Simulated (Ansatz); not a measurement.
# Worked example: ideal-gas entropy of C2H2F4 (SMILES FCC(F)(F)F)

A singlet with charge 0, relaxed at HF/6-31G* (Cartesian functions) (Ansatz 0.2.0):

```xyz
8

F    -0.2175   -1.4794    0.9128
C    -0.2108   -0.7321   -0.2180
C     0.2103    0.6721    0.1334
F     1.4192    0.7013    0.6566
F     0.2199    1.4104   -0.9653
F    -0.6189    1.2283    0.9930
H     0.4924   -1.1479   -0.9240
H    -1.2025   -0.7096   -0.6443
```

Harmonic wavenumbers in cm⁻¹: 117, 233, 382, 446, 578, 594, 723, 927, 1097, 1233, 1344, 1362, 1459, 1472, 1621, 1663, 3287, 3349.

Masses in u: F 18.998, C 12.011, H 1.008. Take T = 298.15 K, p = 1 bar, R = 8.3145 J/(mol K), kT/hc = 207.22 cm⁻¹, rigid rotor and harmonic oscillator.

Compute the standard molar entropy.


1. Translation (Sackur–Tetrode): S = R[3/2 ln M + 5/2 ln T − 1.1517] with M = 102.03 gives 166.5 J/(mol K).
2. Rotation: principal moments 92.024, 176.323, 178.837 u Å² give A, B, C = 0.1832, 0.0956, 0.0943 cm⁻¹; the symmetry number is σ = 1; q = (√π/σ)√((kT/hc)³/ABC) = 130099; S = R(ln q + 3/2) = 110.4.
3. Vibration: with u = ν̃/207.22, each mode gives R[u/(eᵘ − 1) − ln(1 − e⁻ᵘ)]; the sum is 35.1, most from 117 cm⁻¹ (13.2), 233 cm⁻¹ (7.8), 382 cm⁻¹ (4.3).
4. Electronic: R ln 1 = 0.0, from the spin multiplicity alone.
5. Sum: 166.5 + 110.4 + 35.1 + 0.0 = 312.0 J/(mol K).

No measured value is set beside it here. Where a soft mode is a torsion, a harmonic oscillator describes it poorly.
